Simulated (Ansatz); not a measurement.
```yaml
crystal:
  periodic: [false, false, false]
  atoms:
    - {symbol: W, position_ang: [-0.000038, -0.000019, 0.071335]}
    - {symbol: O, position_ang: [0.672798, 1.694944, 0.695409]}
    - {symbol: O, position_ang: [-0.673529, -1.695314, 0.693799]}
    - {symbol: F, position_ang: [-0.623880, 1.689039, -0.929978]}
    - {symbol: F, position_ang: [0.624859, -1.688544, -0.930220]}
basis:
  gaussian: {orbitals: def2-TZVP}
magnetization: {spin_polarized: true, initial_magnetization: 6}
hamiltonian: {xc: pbe0}
relax: {f_tol: 0.004, max_steps: 80}
```

```sh
$ ansatz run in.yaml --threads 1 --pin off --events-out ev --progress --plain --max-ram 2176MiB
```

Steps of the relaxation (energy above the last step; positions in Å, forces in eV/Å):

```
5
step 1, 1698.0 meV
W     0.000    0.000    0.071    0.002    0.001   -3.276
O     0.673    1.695    0.695    0.538    1.383    0.619
O    -0.674   -1.695    0.694   -0.539   -1.384    0.618
F    -0.624    1.689   -0.930    0.520   -1.380    1.020
F     0.625   -1.689   -0.930   -0.521    1.380    1.020
```

```
5
step 2, 1227.6 meV
W     0.000    0.000   -0.028    0.001    0.000   -1.617
O     0.697    1.713    0.702    0.507    0.623    0.572
O    -0.698   -1.714    0.700   -0.507   -0.623    0.571
F    -0.624    1.644   -0.887   -0.040   -0.590    0.237
F     0.625   -1.644   -0.887    0.040    0.590    0.237
```

```
5
step 3, 1050.7 meV
W     0.000    0.000   -0.165    0.000    0.000    0.398
O     0.760    1.705    0.730    0.182   -0.131    0.231
O    -0.761   -1.705    0.728   -0.182    0.131    0.231
F    -0.682    1.615   -0.846   -0.453    0.471   -0.429
F     0.683   -1.614   -0.846    0.454   -0.471   -0.429
```

```
5
step 6, 975.2 meV
W     0.000    0.000   -0.296    0.000    0.000    0.033
O     0.681    1.588    0.906   -0.046   -0.194   -0.038
O    -0.682   -1.588    0.905    0.047    0.194   -0.038
F    -0.670    1.646   -0.957   -0.004   -0.078    0.021
F     0.671   -1.645   -0.957    0.004    0.078    0.021
```

```
5
step 11, 201.6 meV
W     0.000    0.000   -0.467    0.000    0.000   -0.567
O     0.169    0.999    1.401   -0.006    0.679    0.041
O    -0.171   -0.999    1.401    0.006   -0.679    0.041
F    -0.445    1.627   -1.367    0.308   -0.853    0.243
F     0.446   -1.626   -1.367   -0.309    0.853    0.243
```

```
5
step 16, 0.0 meV
W     0.000    0.000   -0.389   -0.001    0.000    0.000
O    -0.146    1.063    1.473    0.000    0.000    0.000
O     0.144   -1.064    1.472    0.001    0.000    0.001
F    -0.206    1.507   -1.478    0.000    0.001    0.000
F     0.207   -1.506   -1.478    0.000    0.000    0.000
```

Close pairs at the end: W1–F5 1.871 Å, W1–F4 1.871 Å, W1–O3 2.148 Å, W1–O2 2.148 Å.

A stationary point of unrestricted PBE0 after 16 steps, with ⟨S²⟩ = 12.023 against 12.00 for a pure state; no frequencies were run, so it isn't proven a minimum. 6.6 min on 1 thread of AMD EPYC 7R43, shared host.
